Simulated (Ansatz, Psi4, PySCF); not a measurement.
Gas-phase reaction in SMILES: [C-]1=CCC1 -> [CH-]=CC=C

Quantity: isomerisation energy (electronic), in kcal/mol. Conventions: spin-orbit terms left out; valence correlation only; LANL2DZ all-electron up to Ne; non-relativistic; no dispersion term unless named; 6-311+G** with 5d; six Cartesian d functions in 6-31G* and its kin unless marked 5d. Ab initio and DFT rows: single points at B3LYP-D3(BJ) geometries (Ansatz, a program for electronic structure). Anions need diffuse functions, which STO-3G, LANL2DZ, def2-SVP, cc-pVDZ and Pople sets without + lack. The Hartree-Fock reference of [CH-]=CC=C is unstable towards a lower, spin-broken solution.

```
level                           program  isomerisation energy (electronic) (kcal/mol)
-----------------------  --------------  --------------------------------------------
HF/6-31G*                        Ansatz                                         -15.8
HF/6-311+G**                     Ansatz                                         -18.3
PBE/LANL2DZ                      Ansatz                                         -17.4
PBE/6-31G*                       Ansatz                                         -13.2
BLYP/6-31G*                      Ansatz                                         -19.4
B3LYP/3-21G                      Ansatz                                         -19.7
B3LYP/6-31G*                     Ansatz                                         -16.7
B3LYP/6-31+G*                    Ansatz                                         -16.2
B3LYP/cc-pVDZ                    Ansatz                                         -17.2
PBE0/6-31G*                      Ansatz                                         -10.7
M06-2X/6-311+G**                  PySCF                                         -13.2
wB97X-D/6-311+G**                  Psi4                                         -12.3
MP2/STO-3G                       Ansatz                                           4.6
MP2/6-311+G**                    Ansatz                                         -10.1
B3LYP-D3(BJ)/def2-TZVPD  Ansatz + dftd3                                         -18.2
wB97X-V/def2-TZVPD               Ansatz                                         -10.7
```

No value to compare with is used here. The 14 habitual levels span -19.7 (B3LYP/3-21G) to 4.6 kcal/mol (MP2/STO-3G); B3LYP-D3(BJ)/def2-TZVPD gives -18.2.

The levels are drawn from those run, B3LYP/6-31G* more often than the rest, none by its result; runs whose electronic state is in doubt are left out.
